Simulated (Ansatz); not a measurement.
A plane-wave DFT run in Ansatz 0.2.0 (scalar-relativistic PAW potentials unless the input names others): input and command.

```yaml
crystal:
  lattice:
    - [2.9925736898, 0.0, 0.0]
    - [-1.4962868449, 2.591644838, 0.0]
    - [0.0, 0.0, 4.7532491867]
  atoms:
    - { symbol: Al, position: [0.6666666667, 0.3333333333, 0.75] }
    - { symbol: Al, position: [0.3333333333, 0.6666666667, 0.25] }
basis:
  ecutwfc: 420
kpoints:
  mp_grid: { grid: [24, 24, 14] }
hamiltonian:
  xc: pbesol
  hubbard: { sites: [{ species: Al, l: f, u_eff: 30.0 }] }
scf:
  occupations: { method: gaussian, width: 0.15 }
  max_iter: 60
output:
  forces: true
  eigenvalues: true
  stress: true
```

```bash
ansatz run input.yaml --threads 2 --pin off --max-ram 5120MiB --backend cpu --events-out ev --progress --plain --runs-dir out
```

Question: Will this input run?

Answer: The program refuses it, because of a U on a shell that isn't there (hamiltonian.hubbard: not typed → {"sites": [{"species": "Al", "l": "f", "u_eff": 30.0}]}). Without that key it is accepted.

Abridged log:
```
Error: inconsistent input (hamiltonian.hubbard.sites[].l, hamiltonian.hubbard.sites[].shell): the file of Al doesn't list 4f, and it can't be added: PBE doesn't bind the shell 4f of the free atom, whose level lies at +1.02 eV. Type an atom or ion with it (hamiltonian.pseudopotentials.projection_atoms), take another file or name another shell
```